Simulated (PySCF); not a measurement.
methanethiol cation (CH4S), SMILES CS (connectivity only; charge and spin as stated), charge +1, multiplicity 2. Coordinates come from a PBE0-D3(BJ)/def2-TZVP optimisation. The spin state was assumed, not searched.

All values below come from PySCF 2.14.0 with PBE0-D3(BJ)/def2-TZVP.

Harmonic wavenumbers (cm⁻¹): 217, 735, 791, 817, 1095, 1300, 1393, 1415, 2621, 3006, 3074, 3182. Rotational constants (GHz): 100.9, 13.70, 13.06; symmetry number 1.

Task: Work out the zero-point energy and the ideal-gas rigid-rotor harmonic-oscillator thermochemistry at 298.15 K and 1 atm.

Result: ZPE = ½ Σ hcν = ½ × 19644 cm⁻¹ = 28.08 kcal/mol. H − E(el) = 30.98 kcal/mol. Entropy in cal/(mol K): translation 37.54, rotation 20.41, vibration 2.79, spin 1.38, total 62.12. G − E(el) = 12.46 kcal/mol. Cp = 12.46 cal/(mol K).
